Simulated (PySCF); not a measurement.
C5H6S.
Numbering: `[CH3:1][c:2]1[cH:3][cH:4][s:5][cH:6]1`

Geometry (PBE0-D3(BJ)/def2-SVP, Å), atoms numbered from 1 in this order:
```
atom  x, y, z in Å
C1    -1.7228   -0.1720   -0.1511
C2    -0.2602    0.1113   -0.0115
C3     0.7545   -0.8978   -0.0063
C4     2.0175   -0.3897    0.1325
S5     1.9975    1.3222    0.2592
C6     0.2851    1.3642    0.1255
H7    -2.3146    0.7533   -0.1257
H8    -1.9400   -0.6858   -1.1012
H9    -2.0817   -0.8251    0.6603
H10    0.5462   -1.9651   -0.1031
H11    2.9613   -0.9324    0.1670
H12   -0.2429    2.3169    0.1544
```

NICS = −σ at a ghost point: NICS(0) at the centroid of the ring atoms, NICS(1) 1 Å to either side along the normal of their mean plane, zz for the tensor component along that normal. Level: GIAO PBE0/pcSseg-1 (PySCF, non-relativistic, gas phase) on the PBE0-D3(BJ)/def2-SVP geometry, one conformer.

Ring bond lengths (Å), with Mayer bond orders in brackets: C2–C3 1.431 (1.24), C3–C4 1.368 (1.58), C4–S5 1.717 (1.18), S5–C6 1.718 (1.17), C6–C2 1.373 (1.57).

Q: What do the NICS probes read (ppm)?

A: 
| ring | type | NICS(0) | NICS(1), two faces | NICS(1)zz, two faces | rms pucker (Å) | centre to ring atoms, mean (Å) |
| --- | --- | --- | --- | --- | --- | --- |
| C2–C3–C4–S5–C6 | 5-membered ring with S; formal bonds all aromatic | -12.8 | -11.5 / -11.5 | -26.9 / -26.9 | 0.00 | 1.29 |

Q: What can be read from them?

A: 
- C2–C3–C4–S5–C6: mean NICS(1)zz -26.9 ppm, shielded, aromatic by this magnetic criterion (flat ring, no four-coordinate atom).

Q: How equal are the bonds by HOMA? HOMA = 1 − mean of α(R − Ropt)² over the ring bonds, with Krygowski's 1993 parameters (CC: Ropt 1.388 Å, α 257.7 Å⁻²; CS: Ropt 1.677 Å, α 94.09 Å⁻²).

A: 
- C2–C3–C4–S5–C6: HOMA 0.81; the largest term is that of C2–C3, α(R − Ropt)² = 0.48. The geometric and the magnetic index point the same way.

Q: At the first NICS(1) probe listed for ring C2–C3–C4–S5–C6, 1 Å off the ring, how large is the induced field along the normal in 1 T applied along it?

A: NICSzz × B0 = -26.9 ppm × 1 T = -27 μT, against the applied field.

Q: Give the inner angles of the rings and the Hirshfeld charges of the ring atoms.

A: 
- C2–C3–C4–S5–C6: C2 111.2° (-0.015 e), C3 113.1° (-0.078 e), C4 111.5° (-0.088 e), S5 91.7° (+0.091 e), C6 112.4° (-0.096 e); sum 540.0° against 540° for a flat convex ring.
